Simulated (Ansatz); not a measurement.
A made-up structure of MgSiHO, doublet:

```
4
angstrom
O 0.5505 -0.0842 0.1499
Mg 1.0172 2.5981 -2.1650
Si -0.2509 0.7995 -0.9372
H -1.7167 0.3825 -0.6051
```

It is relaxed with PBE-D4/def2-SVP and then PBE0-D4/def2-TZVP (Ansatz 0.2.0). Atoms count as bonded within 1.22 times the sum of their covalent radii (H–H: 0.88 Å). The end point is not checked to be a true minimum.

**Question.** Does its bonding change? (Judge from chemistry; the calculation decides.)

**Answer.** The calculation gives: Yes. Formed: O1–Mg2; broken: Mg2–Si3.

Where it ends: The first stage lowers the energy by 1.35 eV in 26 steps. It ends as MgSiHO ([Mg][O][SiH]):
O1  (0.220, 1.314, -1.172)
Mg2  (1.999, 1.699, -1.265)
Si3  (-1.346, 0.936, -1.063)
H4  (-1.274, -0.253, -0.057)
(Å)

Labels in which every atom is bracketed show which atoms are joined, not bond orders.

For scale, one of the runs: PBE0-D4/def2-TZVP relaxation, 106 basis functions, launched by `ansatz run in.yaml --threads 2 --pin off --events-out ev --progress --plain --max-ram 4352MiB`. The run took about 19 s on 2 CPU threads of an Intel Xeon Platinum 8488C (shared host).
